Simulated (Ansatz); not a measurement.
Relaxed structures of CH3MgN, closed shell (PBE0-D4/def2-TZVP; forces vanish, vibrations not checked; lower isomers may exist, and structures with a doubtful reference or unclear bonds are left out; Å). Computed with Ansatz 0.2.0 (basis: def2-TZVPP); correlated methods freeze the cores. The outer core shell of Li, Na, Mg and K is correlated. The def2 sets are not built for correlating such inner shells, so the correlated values are less sure here.

**Question.** Rank them by CCSD(T) energy, lowest first, and give each one's height above the lowest. Links in brackets join atoms within 1.22 times the sum of their covalent radii (1.1 for two metals). (Judge from chemistry; the value comes from the calculation.)
A.
CH₃MgN ([CH]1[NH][MgH]1)
```
6
angstrom
C -0.1962 -0.1616 -0.3878
N 0.0344 1.0843 -0.1110
Mg 0.7784 -0.0205 1.4272
H -0.2685 1.8037 -0.7712
H -0.7132 -0.3954 -1.3308
H 1.5670 -0.1485 2.9265
```
B.
a complex of HCN ([CH][N]) + H₂ + Mg
```
6
angstrom
C -0.6178 -0.2091 -0.8270
N -0.0384 0.0660 0.1222
Mg 1.8244 2.8562 0.9645
H 1.1279 -0.5500 3.4011
H -1.1565 -0.4598 -1.7157
H 0.8996 -0.3863 2.7086
```
C.
CH₃MgN ([CH2][N][MgH])
```
6
angstrom
C -0.6241 -0.2689 -1.1365
N -0.0382 -0.0167 -0.0686
Mg 0.8426 0.3626 1.5341
H -0.8701 -1.2971 -1.4660
H -0.9502 0.5133 -1.8495
H 1.6400 0.7068 2.9865
```

**Answer.** Computed: C (0.00 kcal/mol), A (6.13 kcal/mol), B (18.25 kcal/mol). Heights count from the lowest.

The T1 diagnostic stays at or below 0.013.

For scale, one of the runs: CCSD(T)/def2-TZVPP, 136 basis functions, launched by `ansatz run in.yaml --threads 2 --pin off --events-out ev --progress --plain --max-ram 4352MiB`. The run took 12 s on 2 CPU threads of an Arm Neoverse V2 (shared host), with 0.82 GiB of host memory at its peak.
